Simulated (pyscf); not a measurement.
•H₂C–CH₃ + NH₃ -> H₃C–CH₂–NH₂ + H•, a substitution at N (doublet surface; H–N broken, C–N formed). Optimised with ωB97X-D3(BJ)/def2-SVP in PySCF. Correlated levels are frozen-core, on RHF or UHF. ΔMP2 is the change of the MP2 total energy from the triple- to the quadruple-zeta basis. Energies in eV from the separated reactants.

Small-basis levels: PySCF, no dispersion term, spherical d functions. AM1 to PM7: differences of heats of formation from MOPAC. Open shells are spin-unrestricted. 

| level | barrier | reaction energy |
|---|---|---|
| HF/STO-3G | 2.89 | +0.98 |
| HF/3-21G | … | +0.93 |
| HF/6-31G* | … | +0.95 |
| MP2/6-31G* | 2.07 | +0.44 |
| BP86/6-31G* | 1.44 | +0.91 |
| PBE/6-31G* | 1.37 | +0.71 |
| B3LYP/STO-3G | 1.38 | +0.95 |
| B3LYP/LANL2DZ | 1.91 | +1.15 |
| B3LYP/6-31G* | 1.76 | +0.94 |
| PM3 | 1.39 | +1.17 |
| PM6 | 1.32 | +1.19 |
| PM7 | 1.56 | +1.20 |
| CCSD(T)/def2-TZVPP + ΔMP2(QZVPP) | … | +1.01 |

### Question
Complete the blanks.

### Answer

- HF/3-21G, barrier: 2.57
- HF/6-31G*, barrier: 2.88
- CCSD(T)/def2-TZVPP + ΔMP2(QZVPP), barrier: 1.94

Against the last row the barrier runs from -0.62 (PM6) to +0.95 eV (HF/STO-3G). CCSD(T)/def2-TZVPP + ΔMP2(QZVPP) has limits of its own. The same reactants have a lower exit, to H₃C–CH₃ + NH₂• (barrier +0.73 eV at ωB97M-D3(BJ), against +1.95 eV here). One saddle was located; it need not be the lowest between these sides. The angle at the attacked N is 155°. The CCSD(T) − MP2 part came from Ansatz, without density fitting, on the same reference.
